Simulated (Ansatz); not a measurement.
Counterpoise correction, worked out

The pair of H$_{3}$O⁺ (SMILES [OH3+], atoms 1–4) and SiH$_{3}$Cl (SMILES [SiH3]Cl, atoms 5–9), both closed shells, in one local arrangement (a lower one may exist), relaxed at PBE0-D4/def2-TZVP:

| atom | x (Å) | y (Å) | z (Å) |
| --- | --- | --- | --- |
| O1 | -0.2513 | 0.6999 | -2.0114 |
| H2 | 0.4611 | 1.1373 | -2.5075 |
| H3 | 0.1122 | 0.0341 | -1.2533 |
| H4 | -0.8852 | 0.2784 | -2.6161 |
| Si5 | 0.0462 | -0.3565 | 1.8713 |
| Cl6 | 0.7179 | -1.0780 | -0.0383 |
| H7 | -1.3829 | -0.0565 | 1.6653 |
| H8 | 0.8687 | 0.8387 | 2.1289 |
| H9 | 0.3133 | -1.4976 | 2.7610 |

Program: Ansatz 0.2.0. Basis: def2-TZVPPD. Cores are frozen in the correlated methods.

MP2 total energies in eV:

| system | geometry | basis functions | energy |
| --- | --- | --- | --- |
| pair | pair | all | -22509.34771 |
| H$_{3}$O⁺ | as in the pair | all (partner as ghosts) | -2084.20311 |
| SiH$_{3}$Cl | as in the pair | all (partner as ghosts) | -20424.01725 |
| H$_{3}$O⁺ | as in the pair | its own | -2084.19391 |
| SiH$_{3}$Cl | as in the pair | its own | -20423.97451 |
| H$_{3}$O⁺ | free (PBE0-D4 minimum) | its own | -2084.36884 |
| SiH$_{3}$Cl | free (PBE0-D4 minimum) | its own | -20424.08222 |

Task: Work out the interaction energy with and without the counterpoise correction, the superposition error, and the binding energy from the relaxed fragments.

Result: Without correction: -22509.34771 − (-2084.19391) − (-20423.97451) = -1.17929 eV.
With correction (each fragment in the whole basis): -22509.34771 − (-2084.20311) − (-20424.01725) = -1.12735 eV = -26.00 kcal/mol.
The superposition error is the difference, 0.05194 eV, 4 % of the uncorrected value: each fragment borrows its partner's functions.
Deformation from the free shapes: 0.17493 eV for H$_{3}$O⁺ and 0.10771 eV for SiH$_{3}$Cl.
Binding energy from relaxed fragments: -1.12735 + 0.17493 + 0.10771 = -0.84471 eV = -19.48 kcal/mol (electronic, without zero-point energy; negative means bound). For comparison, the corrected interaction energy by CCSD(T) at an estimated basis limit (MP2 extrapolated from triple and quadruple zeta, plus CCSD(T) − MP2 in triple zeta) is -1.145 eV.

No T1 diagnostic of these runs exceeds 0.009.

For scale, one of the runs: CCSD(T)/def2-TZVPPD, 241 basis functions, launched by `ansatz run in.yaml --threads 4 --pin off --events-out ev --progress --plain --max-ram 9574MiB`. The run took 64 s on 4 CPU threads of an Arm Neoverse V1 (shared host), with 4.3 GiB of host memory at its peak.
